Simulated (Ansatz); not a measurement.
Process, species as SMILES: [SiH3] (SiH3) → SiH3+ (singlet, bonded as [SiH3]) + e-
B3LYP-D3(BJ)/def2-TZVP geometries, fixed; electronic energies without zero-point terms.
Largest species:
```xyz
4

Si    -0.0021     0.0010     0.0803
H      0.0008     1.4066    -0.3921
H      1.2360    -0.7020    -0.3341
H     -1.2075    -0.7183    -0.3975
```
Charge 0, spin multiplicity 2.

Core correlation in the adiabatic ionisation energy at CCSD(T) with Ansatz (a first-principles code), in eV: frozen core against 1s of Al to Cl frozen alone. Core-valence sets carry the plain set on hydrogen. Open shells are unrestricted.

```tsv
basis	functions, most	frozen core
cc-pV(D+d)Z	38	7.936
cc-pCVDZ	42	7.936
cc-pV(T+d)Z	81	8.042
cc-pwCVTZ	101	8.041
cc-pCVTZ	101	8.044
cc-pV(Q+d)Z	154	8.067
```

Task: How large is the core term in each set?

Result: The largest core-valence set, cc-pCVTZ, gives a core term of 0.011 eV; the valence set cc-pV(Q+d)Z, which lacks functions for the core, gives -0.003. By row: cc-pV(D+d)Z 0.006, cc-pCVDZ 0.004, cc-pV(T+d)Z 0.006, cc-pwCVTZ 0.014, cc-pCVTZ 0.011, cc-pV(Q+d)Z -0.003.
